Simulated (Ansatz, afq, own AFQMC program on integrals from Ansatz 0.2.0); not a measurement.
AFQMC on a folder of integrals that Ansatz 0.2.0 wrote.

```yaml
crystal:
  periodic: [false, false, false]
  atoms:
    - {symbol: Al, position_ang: [0.000000, 0.000000, 0.050833]}
    - {symbol: N, position_ang: [0.000000, 0.000000, -1.681761]}
    - {symbol: H, position_ang: [0.000000, 0.000000, 1.630928]}
basis:
  gaussian: {orbitals: 6-31G}
magnetization: {spin_polarized: false, initial_magnetization: 1}
correlation: {method: ccsd_t, electrons: outside_noble_gas, hamiltonian_folder: ham}
```

```sh
$ ansatz run in.yaml --threads 1 --pin off --events-out ev --progress --plain --max-ram 24576MiB --backend cuda --devices 0, --max-vram 18GiB
```

afq runs on the folder ham with

```
--method free --trial cisd --walkers 4000 --time-step 0.03 --max-blocks 4000 --target-error 0.00036 --factor-cut 1e-05 --seed 2524 --times 0,0.3,0.6,1.2,1.8,2.4,3.6,4.8,6 --taylor-order 8
```

Times are imaginary, in 1/Eh. The walk had a cap of 61 s.

```
orbitals 18  electrons 5 4  factors 104 of 302
reference energy -296.75378298 Eh
CCSD correlation -0.15624621 Eh in 16 cycles, weight of the determinant in the CISD state 0.8657
repeat  energy at the last time / Eh  error
    10  -296.919620  0.000425
    20  -296.919660  0.000320
    30  -296.919919  0.000238
time / (1/Eh)  energy / Eh  error  mean overlap
  0.00  -296.910088  0.000056  1.1551
  0.30  -296.913891  0.000059  1.1566
  0.60  -296.915680  0.000067  1.1594
  1.20  -296.917316  0.000148  1.1640
  1.80  -296.918331  0.000088  1.1695
  2.40  -296.918793  0.000075  1.1749
  3.60  -296.919382  0.000127  1.1891
  4.80  -296.919884  0.000193  1.2037
  6.00  -296.919896  0.000231  1.2134
energy -296.919896 +/- 0.000231 Eh
```

Problem. Estimate how long the walk took on 1 × NVIDIA H100 80GB HBM3 with 2 threads of AMD EPYC 7R13 Processor (Zen 3) (shared host) (the card was shared).

Solution. 12 s of wall time.

The run passed its tests (error under three times the target), which doesn't prove that it has relaxed.

Against this walk (error 6.3 meV) on the same determinant: CCSD(T) 54.4 meV higher, CCSDT(Q) 1.4 meV higher (within the noise), CCSDTQ 3.5 meV lower (within the noise), full CI 2.5 meV lower (within the noise). The error is statistical, and a free projection of finite length keeps a remainder of its start.

Cautions: remainder of the start not in the error; a spin-contaminated unrestricted determinant lies lower (UHF 414 meV lower, ⟨S²⟩ 1.34); raised T1 diagnostic (T1 0.044, weight of the determinant 0.87, largest double 0.12).

CCSDT and higher add their correlation energy to the determinant of the CCSD(T) run, since their own runs factorise the integrals more tightly (a shift of under 2 meV). A walk keeps the symmetry of its determinant, which the program's search chose and which needn't be the lowest solution, so a lower state of the same spin and another symmetry isn't excluded.
